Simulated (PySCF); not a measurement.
Isomers of C5H9N, one GFN2-xTB conformer each. Single-point energies are computed at PBE0/pcSseg-1 (PySCF, gas phase, no added dispersion term), electronic only.

```tsv
SMILES	GFN2-xTB relative energy (kcal/mol)
C=CCN1CC1	19.5
C/N=C/C1CC1	8.2
CCCCC#N	0.0
C=CC/C=N/C	16.2
C=CN1CCC1	6.4
```

Conformers: `[CH2:1]=[CH:2][CH2:3][N:4]1[CH2:5][CH2:6]1` with C1–C2–C3–N4 130°, C2–C3–N4–C5 -155°; `[CH3:1]/[N:2]=[CH:3]/[CH:4]1[CH2:5][CH2:6]1` with N2–C3–C4–C5 145°; `[CH3:1][CH2:2][CH2:3][CH2:4][C:5]#[N:6]` with C1–C2–C3–C4 -178°, C2–C3–C4–C5 65°; `[CH2:1]=[CH:2][CH2:3]/[CH:4]=[N:5]/[CH3:6]` with C1–C2–C3–C4 -115°, C2–C3–C4–N5 -117°; `[CH2:1]=[CH:2][N:3]1[CH2:4][CH2:5][CH2:6]1` with C1–C2–N3–C4 24°, C2–N3–C4–C5 149°, N3–C4–C5–C6 -8°, C4–C5–C6–N3 8°, C2–N3–C6–C5 -149°.

**Question.** What does PBE0/pcSseg-1 give for the same structures?

**Answer.** 
```json
{"SMILES": "CCCCC#N", "PBE0/pcSseg-1 E (Eh)": "-250.35490", "PBE0/pcSseg-1 (kcal/mol)": "0.0", "GFN2-xTB (kcal/mol)": "0.0", "point group": "C1"}
{"SMILES": "C/N=C/C1CC1", "PBE0/pcSseg-1 E (Eh)": "-250.31533", "PBE0/pcSseg-1 (kcal/mol)": "24.8", "GFN2-xTB (kcal/mol)": "8.2", "point group": "Cs"}
{"SMILES": "C=CC/C=N/C", "PBE0/pcSseg-1 E (Eh)": "-250.31451", "PBE0/pcSseg-1 (kcal/mol)": "25.3", "GFN2-xTB (kcal/mol)": "16.2", "point group": "C1"}
{"SMILES": "C=CN1CCC1", "PBE0/pcSseg-1 E (Eh)": "-250.30713", "PBE0/pcSseg-1 (kcal/mol)": "30.0", "GFN2-xTB (kcal/mol)": "6.4", "point group": "C1"}
{"SMILES": "C=CCN1CC1", "PBE0/pcSseg-1 E (Eh)": "-250.28880", "PBE0/pcSseg-1 (kcal/mol)": "41.5", "GFN2-xTB (kcal/mol)": "19.5", "point group": "C1"}
```

Both levels put the same isomer lowest; measured from each level's own lowest isomer, the values differ by up to 23.6 kcal/mol (C=CN1CCC1: 6.4 against 30.0). As drawn, the lowest has a C≡N group, which the highest lacks; the highest has a three-membered ring and a C=C bond outside aromatic rings, which the lowest lacks. Neighbours under 2.5 kcal/mol apart (C/N=C/C1CC1 and C=CC/C=N/C) can change places with a better method, another conformer or zero-point energy.

**Question.** Which frontier levels, dipoles and rotational constants go with these structures?

**Answer.** 
```
     SMILES  HOMO (eV, PBE0/pcSseg-1)  LUMO (eV)  dipole (D)      A, B, C (MHz)
    CCCCC#N                     -9.18       0.71        3.98   7680, 1828, 1592
C/N=C/C1CC1                     -7.00       0.24        1.45  13534, 1685, 1656
 C=CC/C=N/C                     -7.08      -0.27        1.26  14369, 1456, 1418
  C=CN1CCC1                     -5.55       1.05        1.88   9303, 2611, 2154
  C=CCN1CC1                     -6.76       0.37        1.15  10138, 2052, 1915
```
